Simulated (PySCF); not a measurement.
**S₂H₂: singlet, from a linear X-M-M-X start**

Aim: relax S₂H₂ as a singlet from a linear X-M-M-X start, check by its vibrations whether the end is a minimum, and collect its spectrum and constants.

Method: PBE0, basis S def2-TZVP, H def2-TZVP, no relativity, density fitting; program: PySCF 2.14.0.

## (1) Where the work starts

4 atoms, charge 0, spin multiplicity 1.

Bond lengths: S1–S2 2.060 Å, S1–H3 1.350 Å, S2–H4 1.350 Å. Angles: S2–S1–H3 180.0°, S1–S2–H4 180.0°.

```xyz
4
charge 0 multiplicity 1
S     0.0000    0.0000    1.0300
S     0.0000    0.0000   -1.0300
H     0.0000    0.0000    2.3800
H     0.0000    0.0000   -2.3800
```

## (2) Finding the electronic state

The steps below are one call of a driver around PySCF. For each, scf.py gives the equivalent set-up of the SCF; relaxations use the driver's own optimiser. After this first run the driver tries any further starts and a stability analysis.

Input file scf.py:

```python
from pyscf import gto, scf, dft
mol = gto.M(atom='''
S      0.000000     0.000000     1.030000
S      0.000000     0.000000    -1.030000
H      0.000000     0.000000     2.380000
H      0.000000     0.000000    -2.380000''',
    basis={'S': 'def2-TZVP', 'H': 'def2-TZVP'},
    charge=0, spin=0)
mf = dft.RKS(mol, xc='PBE0')
mf.grids.atom_grid = (50, 194)
aux = {'S': 'def2-universal-JKFIT', 'H': 'def2-universal-JKFIT'}
mf = mf.density_fit(auxbasis=aux)
mf.conv_tol = 1e-08
mf.diis_space = 10
mf.max_cycle = 60
mf.init_guess = 'minao'
mf.verbose = 4
mf.kernel()
```

Started as:

```sh
$ OMP_NUM_THREADS=2 python axn.py task.json out
```

The runs that follow: Linear X-M-M-X start, singlet: relaxation; Hessian and properties; Leaving the saddle point; Is it a minimum? Harmonic modes; Leaving the saddle point; Frequencies.

Q: Predict the outcome of this session. Wanted: minimum; geometry; wavenumbers; dipole moment; highest occupied, lowest empty level; polar-tensor charge of S1; zero-point energy; atomisation energy.

As calculated:

| quantity | value |
| --- | --- |
| minimum | singlet, C2 |
| geometry | S–H 1.347 Å (×2), S–S 2.046 Å; H–S–S 98.6° (×2) |
| wavenumbers (cm⁻¹) | 465 (a), 537 (a), 906 (a), 908 (b), 2664 (a), 2666 (b) |
| dipole moment | 1.27 D |
| highest occupied, lowest empty level | -7.52, -0.89 eV |
| polar-tensor charge of S1 | -0.02 e |
| zero-point energy | 48.7 kJ/mol |
| entropy at 298.15 K | 251.2 J/(mol K) |
| atomisation energy (no zero-point energy) | 1003 kJ/mol |

What this shows: From D∞h at the start the molecule goes to a C2 minimum, after a stop at a saddle point 36.8 kJ/mol higher, from which it was pushed off along an imaginary mode. In the infrared the band at 465 cm⁻¹ (a) leads. Only this shape and spin were tried, so other structures or states may lie lower.
